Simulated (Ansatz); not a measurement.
# MgHS radical: up Jacob's ladder to CCSD(T)

One table from this session's results is given with a row withheld; the runs are named, their logs left out.

The runs use Ansatz 0.2.0, Gaussian basis; functionals in def2-TZVPP, the program's frozen cores in correlated methods.

Levels to be run: LDA (SPW92), PBE-D4, revPBE-D4, BLYP-D4, r2SCAN-D4, B97M-V, PBE0-D4, B3LYP-D4, r2SCANh-D4, r2SCAN0-D4, HSE06-D4, BHLYP-D4, CAM-B3LYP-D4, LC-ωPBE, ωB97X-V, ωB97M-V, B2PLYP, PBE-QIDH; CCSD(T)/def2-SVP; CCSD(T)/def2-TZVPP; CCSD(T)/def2-QZVPP; extrapolation to the limit; RPA on PBE.

## The geometry

The geometry comes from an earlier relaxation with PBE0-D4 in a triple-zeta def2 set; it is a stationary point.

SMILES `[Mg][SH]`, 3 atoms, charge 0, spin multiplicity 2.

Atoms are counted from 1 here; the program's logs count them from 0.

Bond lengths: Mg1–S2 2.325 Å, S2–H3 1.346 Å. Angles: Mg1–S2–H3 91.4°.

Set-up of the first run:

Contents of in.yaml:

```yaml
crystal:
  periodic: [false, false, false]
  atoms:
    - {symbol: Mg, position_ang: [1.366136, -0.566428, 0.678314]}
    - {symbol: S, position_ang: [-0.680632, -0.418390, -0.415216]}
    - {symbol: H, position_ang: [-0.696405, 0.920117, -0.276397]}
basis:
  gaussian: {orbitals: def2-TZVPP}
magnetization: {spin_polarized: true, initial_magnetization: 1}
hamiltonian: {xc: lda}
output: {orbitals: {seedname: orbitals}}
```

Steps of the session up to this table: LDA; PBE-D4 (GGA); revPBE-D4 (GGA); BLYP-D4 (GGA); r2SCAN-D4 (meta-GGA); B97M-V (meta-GGA); PBE0-D4 (hybrid); B3LYP-D4 (hybrid); r2SCANh-D4 (hybrid); r2SCAN0-D4 (hybrid); HSE06-D4 (hybrid); BHLYP-D4 (hybrid); CAM-B3LYP-D4 (range-separated); LC-ωPBE-D4 (range-separated; the results give it without D4); ωB97X-V (range-separated); ωB97M-V (range-separated); B2PLYP (double hybrid); PBE-QIDH (double hybrid).

One of the session's tables, all rows but one given; the rest of the session is left out.

It belongs to the step «Orbital energies across the functionals». 

```
  functional  HOMO (eV)  LUMO (eV)  gap (eV)
 LDA (SPW92)      -4.60      -3.59      1.00
      PBE-D4      -4.57      -3.37      1.20
   revPBE-D4      -4.55      -3.30      1.24
     BLYP-D4      -4.37      -3.37      1.00
   r2SCAN-D4      -4.79      -2.98      1.81
      B97M-V      -4.45      -4.07      0.38
     PBE0-D4      -5.41      -2.65      2.76
    B3LYP-D4      -5.20      -2.99      2.21
  r2SCANh-D4      -5.09      -2.82      2.27
  r2SCAN0-D4      -5.55      -2.59      2.95
    HSE06-D4          ?          ?         ?
    BHLYP-D4      -6.07      -2.15      3.92
CAM-B3LYP-D4      -6.47      -2.03      4.44
     LC-ωPBE      -7.67      -0.85      6.82
     ωB97X-V      -7.29      -0.74      6.54
     ωB97M-V      -6.93      -1.32      5.61
```

Q: Estimate the row for HSE06-D4 from the others.

**Answer.** HOMO (eV): -5.03; LUMO (eV): -3.00; gap (eV): 2.02. In the column «HOMO (eV)» it lies between r2SCANh-D4 (-5.09) and r2SCAN-D4 (-4.79).
